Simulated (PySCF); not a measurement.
Structure with atom numbers: `[CH2:1]=[C:2]([CH:3]=[O:4])[CH2:5][F:6]`. Each H is labelled by its parent atom. Ha(C1) is cis to C3; Hb(C1) is trans to C3.

Averaged over atoms made equivalent by symmetry, fast rotation or ring inversion, gas phase, relativity neglected, one conformer. Shielding tensors at PBE0/pcSseg-1 (GIAO); geometry from PBE0-D3(BJ)/def2-SVP; spin–spin couplings from B3LYP/pcJ-1 (spin–dipole term only in couplings to heteroatoms); PySCF 2.14.

Predict the 2D correlation tables (HSQC, COSY, HMBC).

## Answers



HSQC (one-bond C–H):
```tsv
δH	δC	1J(C,H) (Hz)
9.55 (H(C3))	195.3 (C3)	181
6.78 (Hb(C1))	139.8 (C1)	175
6.27 (Ha(C1))	139.8 (C1)	169
5.19 (H(C5))	82.4 (C5)	159
```

COSY cross peaks (|J| ≥ 2 Hz):
```tsv
δH	δH	abs. J (Hz)	bonds
6.78 (Hb(C1))	5.19 (H(C5))	3.3	4
6.27 (Ha(C1))	5.19 (H(C5))	3.2	4
```

HMBC (two and three bonds, |J| ≥ 2.5 Hz):
```tsv
δH	δC [abs. J in Hz]
9.55 (H(C3))	154.5 (C2) [26.9], 82.4 (C5) [4.4]
6.78 (Hb(C1))	195.3 (C3) [15.5], 82.4 (C5) [5.3]
6.27 (Ha(C1))	195.3 (C3) [10.4], 82.4 (C5) [8.2]
5.19 (H(C5))	154.5 (C2) [5.0], 139.8 (C1) [4.9]
```

Chemical shifts δ = σref − σ; TMS for 1H, 13C, all at this level.

Short H···H contacts in this conformer between protons four or more bonds apart (candidates for NOE cross peaks, intensity ∝ r⁻⁶): Ha(C1)···H(C3) 2.36 Å.

Common functionals overestimate the size of one-bond C–F couplings by tens of Hz; these are unscaled. Shifts are as computed. Against solution values, carbons near 30 ppm lie about +2 ppm off and those near 130 ppm about +5 ppm. Of 1211 compounds with measured shifts, 218 miss one by over three times the rms of a fit or turn the order of signals round; such compounds aren't used in these exercises.
